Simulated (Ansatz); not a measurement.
Basis-set extrapolation for C$_{4}$H$_{5}$NO (`C=C1CN=CO1`) (PBE0-D4/def2-TZVP geometry, frozen core, the Gaussian-basis code of Ansatz). Multiplicity 1, RHF reference.

```
                      def2-TZVPP   def2-QZVPP
                 HF  -283.766576  -283.779095
    MP2 correlation    -1.060726    -1.133642
CCSD(T) correlation    -1.138470      not run
```

Energies in hartree. Use E(X) = E(∞) + A·exp(−7.88·√X) for Hartree–Fock and E(X) = E(∞) + B·X^(−2.97) for correlation, with X = 3 and 4, and add CCSD(T) minus MP2 of the smaller set to the MP2 limit.

Problem. What is the CCSD(T) energy at the basis-set limit?

Solution. HF limit: -283.779095 + (-0.012519) × 0.13774 = -283.78082. MP2 limit: -1.133642 + (-0.072916) × 0.74074 = -1.18765. Higher-order term: -1.138470 − (-1.060726) = -0.07774. Total: -285.04621 hartree, 3.84 eV below CCSD(T)/def2-TZVPP.
